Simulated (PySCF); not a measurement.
# Peak assignment

Geometry:
```
atom   x (Å)   y (Å)   z (Å)
  C1   0.837  -0.058  -0.018
  N2   0.276  -0.644   0.933
  C3  -0.607   0.075  -0.043
  H4   1.771   0.170  -0.471
  H5  -1.199  -0.532  -0.716
  H6  -1.074   0.991   0.294
```

[PySCF: structure optimised with GFN2-xTB; PBE0/pcSseg-1 with gauge-including orbitals; couplings computed with B3LYP/pcJ-1; one conformer; non-relativistic Hamiltonian; one averaged value for each set of equivalent atoms; no solvent model]

Scale: TMS for 13C, 1H (reference shieldings calculated alike).

(1) Assign these signals to the numbered atoms. 13C{1H} NMR (computed): δ 172.9 (CH), 14.8 (CH2).

(2) Assign these signals to the numbered atoms. 1H NMR (400 MHz, computed): δ 10.39 (t, J = 2.1 Hz, 1H), 1.10 (d, J = 2.1 Hz, 2H).

Results:

(1) 
```tsv
δ (ppm)	atoms	environment	reason
172.9	C1	C=N carbon	–
14.8	C3	three-membered-ring carbon	–
```

(2) 
| δ (ppm) | atoms | environment | reason |
| --- | --- | --- | --- |
| 10.39 | H4 | hydrogen on a C=N carbon | – |
| 1.10 | H5/H6 | hydrogen on a three-membered-ring carbon | cyclopropane-type protons are shielded by the ring |

Splittings below 1 Hz are ignored in the labels, and close J values are merged. Unscaled 3J(H,H) at this level run about 10 % above measured values. Shifts are as computed. Against solution values, carbons near 30 ppm lie about +3 ppm off and those near 130 ppm about +5 ppm. Of 1211 compounds with measured shifts, 218 miss one by over three times the rms of a fit or turn the order of signals round; such compounds aren't used in these exercises.
